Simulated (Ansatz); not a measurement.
Start from `FCOCS` and change one atom or group to get `FCOCF`.

Ansatz, PBE0-D4/def2-TZVP geometries, multiplicity 1. Each molecule was computed in one conformer, which needn't be the lowest.

| property | `FCOCS` |
| --- | --- |
| size of the dipole moment (ωB97M-V/def2-TZVPP) / D | 0.94 |
| HOMO–LUMO gap (PBE0/def2-TZVPP) / eV | 7.73 |
| size of the dipole moment (PBE/def2-TZVPP) / D | 0.83 |
| HOMO energy (ωB97M-V/def2-TZVPP) / eV | -9.62 |
| HOMO energy (PBE/def2-TZVPP) / eV | -6.11 |
| LUMO energy (ωB97M-V/def2-TZVPP) / eV | 2.17 |

(1) Give the same properties after the change, and the shifts. (Estimate.)

Answers

(1) The calculation gave: 
| property | `FCOCF` | shift |
| --- | --- | --- |
| size of the dipole moment (ωB97M-V/def2-TZVPP) / D | 0.09 | -0.85 |
| HOMO–LUMO gap (PBE0/def2-TZVPP) / eV | 10.94 | 3.21 |
| size of the dipole moment (PBE/def2-TZVPP) / D | 0.11 | -0.72 |
| HOMO energy (ωB97M-V/def2-TZVPP) / eV | -11.87 | -2.25 |
| HOMO energy (PBE/def2-TZVPP) / eV | -7.71 | -1.60 |
| LUMO energy (ωB97M-V/def2-TZVPP) / eV | 3.08 | 0.91 |

With PBE0 the HOMO falls by 2.08 eV and the LUMO rises by 1.13 eV, so the gap widens by about 3.21 eV. PBE moves the HOMO by -1.60 eV and ωB97M-V by -2.25 eV. The zero-point energy changes by -16.4 kJ/mol with -3 modes. Dipoles are sizes alone; their direction can turn.
